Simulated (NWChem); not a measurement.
CH$_{2}$ in NWChem

```xyz
3

C      0.0000     0.0000     0.1799
H      0.8622     0.0000    -0.5398
H     -0.8622     0.0000    -0.5398
```
Charge 0, spin multiplicity 1.

The numbers come from NWChem runs, not from measurements. Structure: optimised with B3LYP/def2-SVP, a minimum by its harmonic frequencies.

Symmetry labels belong to the abelian group C2v used in the runs, with the axes of the coordinates shown.

The structure started from a generated list of species.

Question: List the lowest 4 singlet excitations that TD-PBE/def2-SVPD gives, with oscillator strengths.

Answer: 
```tsv
state	symmetry	energy (eV)	wavelength (nm)	f
1	b2	1.47	845	0.003
2	a2	5.16	240	0.000
3	a1	6.46	192	0.121
4	b1	8.65	143	0.071
```
